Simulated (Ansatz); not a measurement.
Abridged output of a molecular run in Ansatz:

```
Functional definition: HF
721 factors; integrals over basis functions are off by at most 1.4e-3 eV
mean field evaluation 1: about -5618.1629 eV, gradient 2.9e1 eV
mean field evaluation 2: about -5618.1720 eV, gradient 2.9e1 eV
mean field evaluation 4: about -5620.1670 eV, gradient 3.5e0 eV
mean field evaluation 8: about -5620.2026 eV, gradient 1.8e-1 eV
mean field evaluation 16: about -5620.1903 eV, gradient 1.1e0 eV
mean field -5620.20306337 eV, -206.5386530684 hartree, gradient 1.9e-6 eV, S^2 0.000000; 0 other end points of the search recorded, 0 dependent functions left out
4 core orbitals not correlated: weight in the atoms' cores, before any rotation towards them, 1.000 or more for the frozen orbitals, at most 0.000 for the correlated occupied ones
reference -5620.20306337 eV, -206.5386530684 hartree; 11, 11 occupied and 56, 56 virtual orbitals, 721 factors
second order -16.27583258 eV of doubles, -0.00000000 eV of singles
cycle   1  -16.36951860 eV  change   -9.4e-2 eV  update   9.2e-2
cycle   2  -16.77281210 eV  change   -4.0e-1 eV  update   2.8e-2
cycle   3  -16.88362133 eV  change   -1.1e-1 eV  update   1.4e-2
cycle   4  -16.88411808 eV  change   -5.0e-4 eV  update   3.8e-3
cycle   5  -16.88423504 eV  change   -1.2e-4 eV  update   1.4e-3
cycle   6  -16.88456742 eV  change   -3.3e-4 eV  update   3.8e-4
cycle   7  -16.88445331 eV  change    1.1e-4 eV  update   1.5e-4
cycle   8  -16.88441023 eV  change    4.3e-5 eV  update   5.5e-5
cycle   9  -16.88441402 eV  change   -3.8e-6 eV  update   2.3e-5
perturbative correction -0.54882733 eV, -0.0201690324 hartree
Total energy: -5637.63630472 eV, -207.1793128714 hartree
```

Its atoms:

Cartesian coordinates in Å:
```
N 0.848 0.440 1.270
C 0.141 0.026 0.196
C -0.519 -0.250 -0.767
O -1.191 -0.691 -1.803
H 0.551 0.046 2.150
H 1.850 0.393 1.161
H -1.680 0.036 -2.206
```

Which basis set was used?
A. def2-QZVPP
B. cc-pV(T+d)Z
C. def2-SVP
D. def2-SVPD

C. It gives 71 functions.

Write the keys of the input that set method, charge and spin (a neutral closed shell needs none for the last two).


```yaml
correlation: {method: ccsd_t}
```
